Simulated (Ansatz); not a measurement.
Basis-set series for H$_{4}$NSi (`N[SiH2]`) radical. Total charge 0; spin multiplicity 2. The structure was optimised at the PBE0-D4/def2-TZVP level.

```json
{"functional": "PBE0-D4", "basis": "def2-SVP", "functions": "52", "energy (Eh)": "-346.29246", "HOMO (eV)": "-5.15", "LUMO (eV)": "-1.57"}
{"functional": "PBE0-D4", "basis": "def2-QZVPP", "functions": "247", "energy (Eh)": "-346.48061", "HOMO (eV)": "-5.35", "LUMO (eV)": "-1.75"}
{"functional": "ωB97M-V", "basis": "def2-SVP", "functions": "52", "energy (Eh)": "-346.41953", "HOMO (eV)": "-6.92", "LUMO (eV)": "0.14"}
{"functional": "ωB97M-V", "basis": "def2-QZVPP", "functions": "247", "energy (Eh)": "-346.61059", "HOMO (eV)": "-7.15", "LUMO (eV)": "-0.21"}
```

Problem. Give the rows for def2-TZVPP. (An estimate is asked.)

Solution. Ansatz gave: 
```json
{"functional": "PBE0-D4", "basis": "def2-TZVPP", "functions": "129", "energy (Eh)": "-346.46669", "HOMO (eV)": "-5.31", "LUMO (eV)": "-1.69"}
{"functional": "ωB97M-V", "basis": "def2-TZVPP", "functions": "129", "energy (Eh)": "-346.59733", "HOMO (eV)": "-7.10", "LUMO (eV)": "-0.08"}
```

HOMO and LUMO are taken over both spins.
